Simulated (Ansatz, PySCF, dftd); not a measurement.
Species: C$_{2}$H$_{4}$NO, charge 0, doublet. C2H4NO (SMILES [CH2]C(N)=O, doublet).
B3LYP-D3(BJ)/def2-TZVP minimum from Ansatz (a quantum-chemistry and plane-wave program):
```xyz
8

O      0.2440     1.2982     0.2869
C      0.0056     0.1235     0.0276
N      1.0071    -0.7711    -0.2593
C     -1.3493    -0.3957    -0.0172
H      0.8326    -1.7569    -0.3335
H     -1.5726    -1.4257    -0.2615
H     -2.1561     0.2872     0.1984
H      1.9565    -0.4591    -0.1456
```
Charge 0, spin multiplicity 2.

Wanted: enthalpy of formation at 298 K (by atomisation, with ideal-gas terms from PySCF's Hessian at B3LYP-D3(BJ)/def2-TZVP and the atoms' measured values of the G2/97 table; no spin-orbit terms), in kJ/mol. UHF or UKS for unpaired electrons; spin-orbit terms are left out. Cores are frozen in correlated methods. Rows without X2C or -DK are non-relativistic. CBS(X,Y): correlation extrapolated as X^-3, Hartree-Fock from the larger set. A bracket is a step between two methods taken in the basis named. The functionals are non-relativistic, so their misses hold any scalar relativity. 'core' is core correlation in cc-pwCVTZ, 'X2C' scalar relativity in cc-pVTZ-DK, both at CCSD(T). For partners of very few electrons the exact lower level stands in for a higher one. The UHF reference of C2H4NO ([CH2]C(N)=O, doublet) is spin-contaminated (<S^2> up to 0.05 over the pure value in the sets run).

| level | program | enthalpy of formation at 298 K (kJ/mol) | difference against the last row |
|---|---|---|---|
| HF/cc-pVTZ | Ansatz | 949.4 | 994.0 |
| B3LYP-D4/def2-TZVPD | Ansatz + dftd4 | -64.3 | -19.7 |
| r2SCANh-D4/def2-TZVPD | Ansatz + dftd4 | -39.0 | 5.6 |
| CCSD(T)/CBS(cc-pVTZ,cc-pVQZ) | Ansatz | -29.9 | 14.7 |
| CCSDT(Q)/cc-pVDZ | Ansatz | 247.7 | 292.3 |
| CCSD(T)/CBS(cc-pVTZ,cc-pVQZ) + [CCSDT(Q) - CCSD(T)]/cc-pVDZ + core + X2C | Ansatz | -44.6 | 0.0 |
